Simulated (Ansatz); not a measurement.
Geometry optimisation, Ansatz 0.2.0, RKS B3LYP-D4/def2-SVP.

Input:

```yaml
crystal:
  periodic: [false, false, false]
  atoms:
    - { symbol: Al, position_ang: [-1.021879, -0.729316, -0.833896] }
    - { symbol: "N", position_ang: [0.936007, 1.713624, -0.167959] }
    - { symbol: H, position_ang: [-0.282948, -1.17598, -2.163782] }
    - { symbol: H, position_ang: [-2.448123, -0.033441, -0.868554] }
    - { symbol: H, position_ang: [1.031381, 1.200342, 0.712438] }
    - { symbol: P, position_ang: [-0.102663, -1.180564, 1.225044] }
    - { symbol: H, position_ang: [0.612755, 2.657849, 0.049835] }
    - { symbol: H, position_ang: [1.86356, 1.793581, -0.584368] }
    - { symbol: H, position_ang: [0.627152, -2.354624, 0.845389] }
    - { symbol: H, position_ang: [-1.215142, -1.891372, 1.785953] }
basis:
  gaussian: { orbitals: def2-SVP }
hamiltonian:
  xc: b3lyp
  dispersion: d4
relax:
  f_tol: 0.03
  max_steps: 50
output:
  orbitals: {}
```

Command:

```bash
$ ansatz run input.yaml --threads 2 --pin off --max-ram 3072MiB --backend cpu --events-out ev --progress --plain --runs-dir out
```

Problem. Where does it end, and by what steps?

Solution. The run converged. The force dipped under the threshold on the way, but the program's further checks kept it going. After 24 steps the energy has fallen by 0.977 eV; H7 moved furthest, 1.09 Å. Joined: Al1–N2.

```tsv
step	energy less start (eV)	largest force component (eV/Å)	accepted
0	0.0000	0.563	yes
1	-0.2406	0.460	yes
2	-0.5487	0.574	yes
3	-0.8296	0.509	yes
4	-0.8754	0.970	yes
5	-0.8940	0.549	yes
6	-0.9445	0.198	yes
7	-0.9391	0.259	no
8	-0.9578	0.044	yes
9	-0.9606	0.021	yes
10	-0.9571	0.497	no
11	-0.9624	0.045	yes
12	-0.9634	0.167	yes
13	-0.9655	0.137	yes
14	-0.9648	0.263	no
15	-0.9683	0.042	yes
16	-0.9701	0.156	yes
17	-0.9712	0.196	yes
18	-0.9733	0.155	yes
19	-0.9754	0.019	yes
20	-0.9762	0.053	yes
21	-0.9762	0.112	no
22	-0.9742	0.156	no
23	-0.9765	0.015	yes
24	-0.9768	0.023	yes
```

```xyz
10
Properties=species:S:1:pos:R:3
Al -0.601 -0.232 -0.531
N 0.638 1.417 -0.246
H -0.092 -0.685 -1.976
H -2.018 0.494 -0.389
H 0.525 1.798 0.698
P 0.108 -1.479 1.373
H 0.441 2.173 -0.909
H 1.627 1.172 -0.351
H 0.552 -2.635 0.660
H -1.180 -2.022 1.672
```

Whether the end is a true minimum wasn't checked by a vibrational analysis.

The run took 38 s on 2 threads of Arm Neoverse V2, on a shared host, peak memory 0.16 GiB.
